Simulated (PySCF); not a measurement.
Methoxyacetaldehyde, C3H6O2.
SMILES with atom numbers: `[CH3:1][O:2][CH2:3][CH:4]=[O:5]` (hydrogens: H6, H7, H8 on C1; H9, H10 on C3; H11 on C4)

A GFN2-xTB structure was refined with PBE0-D3(BJ)/def2-TZVP geometry optimisation, gas phase (PySCF 2.14.0). Its GFN2-xTB values:

| coordinate | GFN2-xTB |
| --- | --- |
| C1–O2 | 1.409 Å |
| C1–H6 | 1.097 Å |
| C1–H8 | 1.096 Å |
| O2–C3 | 1.403 Å |
| C3–C4 | 1.511 Å |
| C3–H9 | 1.097 Å |
| C4=O5 | 1.197 Å |
| C4–H11 | 1.108 Å |
| C1–O2–C3 | 113.4° |
| O2–C3–C4 | 113.4° |
| C3–C4–O5 | 125.0° |
| O2–C3–C4–O5 | 163° |

**Question.** How do these coordinates change at the PBE0-D3(BJ)/def2-TZVP level?

**Answer.** 
```
 coordinate  PBE0-D3(BJ)/def2-TZVP (Å or °)  change
      O2–C3                           1.396  -0.007
     C4–H11                           1.113  +0.005
      C1–O2                           1.406  -0.003
      C1–H8                           1.098  +0.002
      C1–H6                           1.098  +0.001
      C3–C4                           1.512  +0.001
      C4=O5                           1.198  +0.001
      C3–H9                           1.096  -0.001
   C3–C4–O5                           124.0    -1.0
   C1–O2–C3                           112.4    -1.0
   O2–C3–C4                           112.8    -0.6
O2–C3–C4–O5                             162      -1
```

The energy falls by 0.76 kJ/mol over 7 energy and gradient evaluations, the largest force component goes from 0.0042 to 3.2e-04 Eh/bohr, and the atoms move by 0.028 Å rms after alignment. The bond that changes most is O2–C3 (ether oxygen to sp3 carbon bound to oxygen), which shortens by 0.007 Å. Bonds longer at the end by more than 0.005 Å: 1 of 10; shorter: 1. Rotational constants go from 14408, 2809, 2577 to 14197, 2858, 2619 MHz.

The run used 191 basis functions and 57 SCF cycles in all. Time: 81 s wall; peak memory 0.79 GiB. Hardware: one thread of an Arm Neoverse V1, shared host with 32 logical CPUs at a one-minute load of 19.

Stationary, but not proved a minimum. The numbers are those of one conformer.

Conformer computed: `[CH3:1][O:2][CH2:3][CH:4]=[O:5]`: C1–O2–C3–C4 -75°, O2–C3–C4–O5 162°.
